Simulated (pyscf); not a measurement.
•H₂Si–O–AsH₂ + hydrogen (H₂) -> H₃Si–O–AsH₂ + H atom (H•), a hydrogen abstraction (doublet surface; H–H broken, H–Si formed). Structures and frequencies: ωB97X-D3(BJ)/def2-SVP in PySCF. Energies in eV from the separated reactants.

Small-basis levels: PySCF, no dispersion term, spherical d functions. Open shells are spin-unrestricted. 

Problem. In single points HF/6-31G*+LANL2DZ puts the saddle at 0.75 eV and the reaction energy at +0.10 eV. Should these be trusted to within a few kcal/mol? Compare with ωB97M-D3(BJ)/def2-TZVP.

Solution. ωB97M-D3(BJ)/def2-TZVP gives ΔE‡ = 0.66 eV and ΔE = +0.39 eV. HF/6-31G*+LANL2DZ lies 0.09 eV over it in the barrier and 0.29 eV under it in the reaction energy, so on this step it does not hold to within 0.13 eV. ωB97M-D3(BJ)/def2-TZVP has limits of its own. •H₂Si–O–AsH₂ lies 1.08 eV over its isomer H₃Si–O–AsH• (electronic energy, ωB97M-D3(BJ)). H₃Si–O–AsH₂ lies 0.46 eV over its isomer HO–SiH₂–AsH₂ (electronic energy, ωB97M-D3(BJ)). This is the saddle that the search found; another between the same sides may lie lower. The angle at the transferred H is 175°. In the def2 sets elements up to Kr have no core potential.
